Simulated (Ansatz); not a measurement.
hcp Lu was calculated with r²SCAN+rVV10 (PAW; Ansatz, a quantum-chemistry and plane-wave program).

Settings: plane-wave cutoff 560 eV, 18×18×10 k mesh (along the axes of the cell as run), Fermi–Dirac smearing 0.05 eV, scalar-relativistic PAW data made under PBE.

A third-order Birch–Murnaghan fit to the energies gives V0 = 28.479 Å³/atom, B0 = 47.8 GPa, B′ = 3.5.

```csv
V (Å³/atom),P (GPa)
27.335,(withheld)
27.905,(withheld)
28.474,0.008
29.044,-0.908
29.613,-1.746
```

Q: Estimate the withheld pressures from this fit; the answers are the runs' own values.

A: 
- 27.335, P (GPa): 2.102
- 27.905, P (GPa): 1.008

The formula P = (3/2) B0 (x^(7/3) − x^(5/3)) [1 + (3/4)(B′ − 4)(x^(2/3) − 1)] with x = V0/V meets the computed pressures within 0.01 GPa when these rounded values are put in.

Shape and atoms are relaxed at each volume.

Measured, for comparison: bulk modulus 47.6 GPa (room temperature, no zero-point or thermal correction; as tabulated in Wikipedia's data pages); equilibrium volume per atom 29.52 Å³/atom (room temperature, no zero-point or thermal correction; as tabulated in Söderlind et al. (2014), doi:10.1088/0953-8984/26/41/416001). Computed (rounded) less measured: bulk modulus +0.4 %, equilibrium volume per atom -3.5 %.

Note: the bulk modulus comes from volumes at which shape and atoms were relaxed.

Spin–orbit coupling is not included.

Static lattice: no zero-point or thermal effects.
